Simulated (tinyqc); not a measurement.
Orbital energy against energy difference: ionisation energy by orbital energies and by energy differences in the 6-31g basis, for NH3, spin multiplicity 1. Computed by the program tinyqc with PySCF. 

Geometry (angstrom):

| atom | x | y | z |
|---|---|---|---|
| N | 0.0000 | 0.0000 | 0.2120 |
| H | 0.9240 | 0.0000 | 0.0000 |
| H | -0.4620 | 0.8000 | 0.0000 |
| H | -0.4620 | -0.8000 | 0.0000 |

CCSD(T) difference in the same basis = 9.4616 eV

IP-EOM-CCSD = 9.3232 eV

The cation is unrestricted; errors are against CCSD(T) in this basis, not against experiment.

First vertical ionisation energy (eV):

| method | -e(HOMO) | E(cation) - E | error of -e(HOMO) | error of the difference |
|---|---|---|---|---|
| HF | 10.763 | 8.76172 | 1.302 | -0.700 |
| LDA | 4.722 | 10.37462 | -4.740 | 0.913 |
| PBE | 4.653 | 10.09068 | -4.808 | 0.629 |
| B3LYP | 6.114 | 10.15420 | -3.348 | 0.693 |
| PBE0 | 6.437 | 10.04498 | -3.024 | 0.583 |
| CAM-B3LYP | 7.946 | 10.15906 | -1.515 | 0.697 |
| LC-wPBE | 9.484 | 10.18207 | 0.022 | 0.720 |

Koopmans errs by +1.30 eV and Delta-HF by -0.70 eV: relaxation, 2.00 eV, lowers the value and the missing correlation difference works against it. The PBE level is off by -4.8 eV through the wrong tail of its potential, though its energy difference is off by +0.63 eV; exact exchange deepens the level, and among the orbital energies LC-wPBE comes closest; among the differences PBE0 does.
